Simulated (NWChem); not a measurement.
N2 cation, doublet

Program: NWChem. Spin-unrestricted. Medium grid unless said otherwise, to which SCAN and Minnesota functionals are sensitive. Structure relaxed at the B3LYP/6-31G* (spherical d), spin-unrestricted level. No stability test was run on the SCF state.

For level PBE/def2-SVP:

- highest occupied level (eV): -22.48
- lowest empty minus highest occupied level, either spin (eV): 1.84

Question: What are these values for level M06/def2-SVP?

Answer: 
| Item | Result |
|---|---|
| highest occupied level (eV) | -24.10 |
| lowest empty minus highest occupied level, either spin (eV) | 4.71 |
